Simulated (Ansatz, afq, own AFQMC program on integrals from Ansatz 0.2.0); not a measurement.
CH$_{3}$N, singlet in cc-pVDZ, levels against CCSDT(Q)

```xyz
5

N     0.0000   -0.1232   -0.6250
C     0.0000    0.0600    0.6223
H     0.0000   -0.8099    1.2818
H     0.0000    1.0402    1.1129
H     0.0000    0.7666   -1.1253
```

Connectivity, by distances: NH–CH2.

Basis cc-pVDZ. Only valence electrons are correlated. Integrals, coupled cluster, full CI and functionals: Ansatz 0.2.0; the random walks run on the same integrals in our own AFQMC program. ph-AFQMC/CISD is guided by a CISD state made of CCSD amplitudes; releasing the constraint for a short imaginary time cuts its bias at the price of noise, slowly where states lie close. Free projection: walkers drawn from exp(T), propagated without any constraint. Its projection time is finite, and what remains of the start isn't in its error. ± is one standard error of the sampling.

Determinant: RHF, the one that the program's search chose, which needn't be the lowest solution. The geometry is a point of a scan.

No full CI on the walks' own integrals is used here; CCSDT(Q) serves as the reference and is uncertain by about the last step of the cluster series.

Cautions: the ph-AFQMC/CISD walk drifts between its halves (2.6 errors).

- T1 diagnostic: 0.0115
- weight of the determinant in the CISD state: 0.884
- size of the correlated space: 12 electrons in 41 orbitals

Reference: CCSDT(Q), correlation energy -9.139 eV. The released energy is read at 2.40 1/Eh (meV from the phaseless value at times in 1/Eh: 22 ± 18 at 0.24, 18 ± 20 at 0.51, -1 ± 30 at 0.99, 23 ± 18 at 1.62, 19 ± 23 at 2.40).

```json
{"level": "HF", "E − E(reference) (kcal/mol)": "210.74", "share of correlation (%)": "0.00"}
{"level": "MP2", "E − E(reference) (kcal/mol)": "22.04", "share of correlation (%)": "89.54"}
{"level": "CCSD", "E − E(reference) (kcal/mol)": "7.35", "share of correlation (%)": "96.51"}
{"level": "CCSD(T)", "E − E(reference) (kcal/mol)": "0.84", "share of correlation (%)": "99.60"}
{"level": "CCSDT", "E − E(reference) (kcal/mol)": "0.55", "share of correlation (%)": "99.74"}
{"level": "ph-AFQMC/HF", "E − E(reference) (kcal/mol)": "-4.56 ± 1.92", "share of correlation (%)": "102.16"}
{"level": "ph-AFQMC/CISD", "E − E(reference) (kcal/mol)": "-0.08 ± 0.48", "share of correlation (%)": "100.04"}
{"level": "released AFQMC", "E − E(reference) (kcal/mol)": "0.37 ± 0.53", "share of correlation (%)": "99.83"}
{"level": "free AFQMC", "E − E(reference) (kcal/mol)": "-0.47 ± 0.63", "share of correlation (%)": "100.22"}
```

Free projections are given only where their last times agree within the noise and don't stop above the reference; a slow remainder of the start can still hide under it. A walk keeps the symmetry of its determinant, which the program's search chose and which needn't be the lowest solution, so a lower state of the same spin and another symmetry isn't excluded. Released energies are given only where the last usable release times agree within the noise; a slower fall can still hide under it.
